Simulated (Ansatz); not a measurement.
Process, species as SMILES: O (H2O) → H2O+ (doublet, bonded as O) + e-
B3LYP-D3(BJ)/def2-TZVP geometries, fixed; electronic energies without zero-point terms.
Largest species:
```xyz
3

O      0.0070     0.0013     0.1167
H     -0.0500     0.7593    -0.4742
H     -0.0062    -0.7700    -0.4592
```
Charge 0, spin multiplicity 1.

Basis-set convergence of the adiabatic ionisation energy at r2SCAN with Ansatz (a quantum-chemistry and plane-wave program). Cartesian d functions, on some or all atoms, in 6-31G*, 6-31G**; all else is spherical. The program fits the integrals of some runs and decomposes those of others, by size. Open shells are unrestricted. No added dispersion term, no relativity. Functions are those of the species that has most. Reference: the value in aug-cc-pV5Z, 12.457 eV, itself unsure by roughly 0.002 eV (its mean distance from pcseg-4, aug-pcseg-3, aug-cc-pVQZ). Deviations are taken from unrounded values.

```json
[
 {"basis": "STO-3G", "functions": "7", "adiabatic ionisation energy (eV)": "9.245", "minus reference (eV)": "-3.212"},
 {"basis": "pcseg-0", "functions": "13", "adiabatic ionisation energy (eV)": "11.974", "minus reference (eV)": "-0.483"},
 {"basis": "6-31G*", "functions": "19", "adiabatic ionisation energy (eV)": "12.112", "minus reference (eV)": "-0.345"},
 {"basis": "pcseg-1", "functions": "24", "adiabatic ionisation energy (eV)": "12.376", "minus reference (eV)": "-0.081"},
 {"basis": "6-31G**", "functions": "25", "adiabatic ionisation energy (eV)": "12.142", "minus reference (eV)": "-0.315"},
 {"basis": "6-311++G(2d,2p)", "functions": "47", "adiabatic ionisation energy (eV)": "12.485", "minus reference (eV)": "0.028"},
 {"basis": "cc-pVTZ", "functions": "58", "adiabatic ionisation energy (eV)": "12.331", "minus reference (eV)": "-0.126"},
 {"basis": "def2-TZVPP", "functions": "59", "adiabatic ionisation energy (eV)": "12.398", "minus reference (eV)": "-0.059"},
 {"basis": "def2-TZVPPD", "functions": "74", "adiabatic ionisation energy (eV)": "12.455", "minus reference (eV)": "-0.002"},
 {"basis": "def2-QZVPP", "functions": "117", "adiabatic ionisation energy (eV)": "12.438", "minus reference (eV)": "-0.019"},
 {"basis": "def2-QZVPPD", "functions": "132", "adiabatic ionisation energy (eV)": "12.455", "minus reference (eV)": "-0.001"},
 {"basis": "aug-cc-pVQZ", "functions": "172", "adiabatic ionisation energy (eV)": "12.456", "minus reference (eV)": "-0.001"},
 {"basis": "aug-cc-pV5Z", "functions": "287", "adiabatic ionisation energy (eV)": "12.457", "minus reference (eV)": "0.000"}
]
```

The smallest set listed that lies within 0.05 eV of the reference with all its larger relatives (same family, alike in diffuse functions; a set with none counts only in the reference's own line) is 6-311++G(2d,2p) (47 functions, 0.028 eV off). Inside, with no larger relative to test it: def2-QZVPP. (Relatives not listed, tested too: 6-311++G(3df,3pd) 0.027 eV.)
